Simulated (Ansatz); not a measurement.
# UCCSDTQ/STO-3G run of BNH2Cl (SMILES N[B]Cl)

Aim: the energy change on altering one bond length of BNH2Cl at UCCSDTQ/STO-3G, from 2 runs. 

The calculation is run with Ansatz 0.2.0.

76 further runs of the same task are left out: 76 set aside as unsound or not needed.

## (1) The structure to begin with

BNH2Cl: 5 atoms, total charge 0, spin state doublet. As SMILES, `N[B]Cl`. The coordinates come from a PBE0-D4/def2-TZVP relaxation. This is one conformer, not always the lowest.

Bond lengths: N1–B2 1.376 Å, B2–Cl3 1.746 Å, N1–H4 1.005 Å, N1–H5 1.010 Å. Angles: N1–B2–Cl3 124.3°, B2–N1–H4 122.3°, B2–N1–H5 123.4°, H4–N1–H5 114.3°.

## (2) A single-point energy at UCCSDTQ/STO-3G

molecule.yaml

```yaml
crystal:
  periodic: [false, false, false]
  atoms:
    - {symbol: "N", position_ang: [-0.334000, 0.412100, -0.256700]}
    - {symbol: B, position_ang: [-0.098400, -0.544600, 0.704400]}
    - {symbol: Cl, position_ang: [1.343200, -1.526200, 0.784600]}
    - {symbol: H, position_ang: [-1.176700, 0.959900, -0.273100]}
    - {symbol: H, position_ang: [0.315800, 0.625100, -1.000600]}
basis:
  gaussian: {orbitals: STO-3G}
magnetization: {spin_polarized: true, initial_magnetization: 1}
correlation: {method: ccsdtq, frozen_orbitals: {B: 1, Cl: 5, H: 0, "N": 1}}
accuracy: high
scf: {omitted_lower_state_checks: [cluster_reference, increment]}
```

Command:

```sh
$ ansatz run molecule.yaml --threads 1 --pin off --max-ram 2610MiB --events-out events.jsonl --progress --plain --runs-dir runs
```

What it wrote, shortened:

```text
Warning: RAYON_NUM_THREADS=1 ignored (pool sized by the plan → 1); use --threads N
Functional definition: HF
  name "HF"
[...]
372 factors; integrals over basis functions are off by at most 2.5e-8 eV
[...]
mean field -14527.24811704 eV, -533.8665213786 hartree, gradient 9.1e-8 eV, S^2 0.758715; 0 other end points of the search recorded, 0 dependent functions left out
7 core orbitals not correlated: weight in the atoms' cores, before any rotation towards them, 1.000 or more for the frozen orbitals, at most 0.000 for the correlated occupied ones
reference -14527.24811704 eV, -533.8665213786 hartree; 9, 8 occupied and 5, 6 virtual orbitals, 372 factors
second order -2.22729989 eV of doubles, -0.00000000 eV of singles
cycle   1  -2.55481324 eV  change   -3.3e-1 eV  update   7.5e-2
[...]
cycle  26  -2.91410685 eV  change   -1.1e-9 eV  update   2.0e-9
Total energy: -14530.16222388 eV, -533.9736128300 hartree
Checks for a lower state left out: cluster_reference, increment
```

Wall time 85 s (1 thread of Arm Neoverse V1, shared host); peak memory 0.55 GiB.

## (3) The distorted shape at the same level

in.yaml

```yaml
basis:
  gaussian: {orbitals: STO-3G}
crystal:
  periodic: [false, false, false]
  atoms:
    - {symbol: "N", position_ang: [-0.496479, 0.358840, -0.070691]}
    - {symbol: B, position_ang: [-0.260879, -0.597860, 0.890409]}
    - {symbol: Cl, position_ang: [1.180721, -1.579460, 0.970609]}
    - {symbol: H, position_ang: [-1.339179, 0.906640, -0.087091]}
    - {symbol: H, position_ang: [0.315800, 0.625100, -1.000600]}
magnetization: {spin_polarized: true, initial_magnetization: 1}
correlation: {method: ccsdtq, frozen_orbitals: {B: 1, Cl: 5, H: 0, "N": 1}}
accuracy: high
scf: {omitted_lower_state_checks: [cluster_reference, increment]}
```

Command:

```sh
$ ansatz run in.yaml --threads 1 --pin off --max-ram 2610MiB --events-out events.jsonl --progress --plain --runs-dir runs
```

What it wrote, shortened:

```text
Warning: RAYON_NUM_THREADS=1 ignored (pool sized by the plan → 1); use --threads N
Functional definition: HF
  name "HF"
[...]
372 factors; integrals over basis functions are off by at most 3.0e-8 eV
[...]
mean field -14526.11552856 eV, -533.8248995197 hartree, gradient 1.3e-8 eV, S^2 0.768116; 0 other end points of the search recorded, 0 dependent functions left out
7 core orbitals not correlated: weight in the atoms' cores, before any rotation towards them, 1.000 or more for the frozen orbitals, at most 0.000 for the correlated occupied ones
reference -14526.11552856 eV, -533.8248995197 hartree; 9, 8 occupied and 5, 6 virtual orbitals, 372 factors
second order -2.52958358 eV of doubles, -0.00000000 eV of singles
cycle   1  -2.90873874 eV  change   -3.8e-1 eV  update   8.4e-2
[...]
cycle  34  -3.36567876 eV  change   6.2e-11 eV  update   1.2e-9
Total energy: -14529.48120732 eV, -533.9485859329 hartree
Checks for a lower state left out: cluster_reference, increment
```

Wall time 95 s (1 thread of Arm Neoverse V1, shared host); peak memory 0.55 GiB.

## (4) Summary of results

At UCCSDTQ/STO-3G, 7 core orbitals frozen:

| quantity | value |
| --- | --- |
| first shape: total energy | -533.97361 Eh |
| first shape: correlation energy (7 core orbitals frozen) | -107.1 mEh |
| first shape: ⟨S²⟩ of the reference determinant | 0.759 |
| first shape: T1 diagnostic | 0.015 |
| distorted shape: total energy | -533.94859 Eh |
| distorted shape: correlation energy (7 core orbitals frozen) | -123.7 mEh |
| distorted shape: ⟨S²⟩ of the reference determinant | 0.768 |
| distorted shape: T1 diagnostic | 0.018 |
| energy change with the N1–H5 bond stretched from 1.010 to 1.263 Å | 0.681 eV |

**Reading.** With the N1–H5 bond stretched from 1.010 to 1.263 Å the energy rises by 0.68 eV (15.7 kcal/mol). The first shape isn't relaxed at this level, so the change isn't measured from a minimum. The minimal basis adds a large error of its own.
